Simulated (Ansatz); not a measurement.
Take a crystal in which Na has been replaced by Rb on all its sites, with the cell rescaled by a rough guess (in some cases also distorted within its space group) and nothing relaxed:

```yaml
crystal:
  lattice:
    - [6.68439, 0.00000, 0.00000]
    - [0.00000, 6.68439, 0.00000]
    - [0.00000, 0.00000, 6.68439]
  atoms:
    - { symbol: Rb, position: [0.00000, 0.00000, 0.00000] }
    - { symbol: Ba, position: [0.00000, 0.50000, 0.50000] }
    - { symbol: Ba, position: [0.50000, 0.00000, 0.50000] }
    - { symbol: Ba, position: [0.50000, 0.50000, 0.00000] }
```

These are results of DFT PBEsol, scalar-relativistic, plane waves, PAW in Ansatz 0.2.0, not measurements.

Plane waves to 420 eV, a k mesh through Γ of 6×6×6 on the computed 4-atom cell and Gaussian smearing (0.10 eV); no spin polarisation.

**Question.** What pressure does the cell carry?

**Answer.** The pressure is -0.9 GPa (positive in compression), so the cell would contract.

**Question.** Is it a metal on this mesh?

**Answer.** Yes, a band crosses the Fermi level.

**Question.** What is its energy against the elements in their standard states?

**Answer.** +0.167 eV/atom at this unrelaxed geometry, with the elements in the same functional.

Spin-orbit coupling is left out, which matters for the bands of heavy elements.